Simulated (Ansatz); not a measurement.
# Formulas on structure types

Theory: Ansatz 0.2.0, DFT r2SCAN, scalar-relativistic, plane waves, PAW. All cells share a 500 eV cutoff and Γ-centred k meshes spaced at most 0.3 Å⁻¹ (0.19 for metals, 2π included).

Each formula was placed on the sites of the named type and relaxed at zero pressure without lowering the symmetry. No run is spin-polarised. The smearing is 0.1 eV for metals and 0.01 to 0.02 eV otherwise. Energies over the elements count from the elements' standard structures at the same level (Cl₂ as a molecule), with no empirical corrections.

For metals, differences of a few meV/atom aren't resolved. Spin–orbit coupling is left out.

| formula | started on type | final group | a or a / b (Å) | c (Å) | V (Å³/atom) | E over elements (eV/atom) | gap on mesh (eV) |
| --- | --- | --- | --- | --- | --- | --- | --- |
| HfPdCl3 | cubic perovskite | Pm-3m | 4.82 | 4.82 | 22.4 | 0.13 | 0.00 |
| Bi | graphite | P6_3/mmc | 5.37 | 6.44 | 40.1 | 0.37 | 0.00 |
| Bi | diamond | Fd-3m | 7.23 | 7.23 | 47.3 | 0.24 | 0.00 |
| Bi | omega | P6/mmm | 5.72 | 3.34 | 31.6 | ? | 0.00 |
| Bi | dhcp | P6_3/mmc | 3.50 | 11.75 | 31.2 | 0.27 | 0.00 |
| K3Sr | Cu3Au (L1_2) | Pm-3m | 6.56 | 6.56 | 70.6 | 0.11 | 0.00 |
| Bi | hcp | P6_3/mmc | 3.51 | 5.84 | 31.2 | 0.26 | 0.00 |

(1) E over elements (eV/atom) of Bi on the omega type?

Results:

(1) 0.25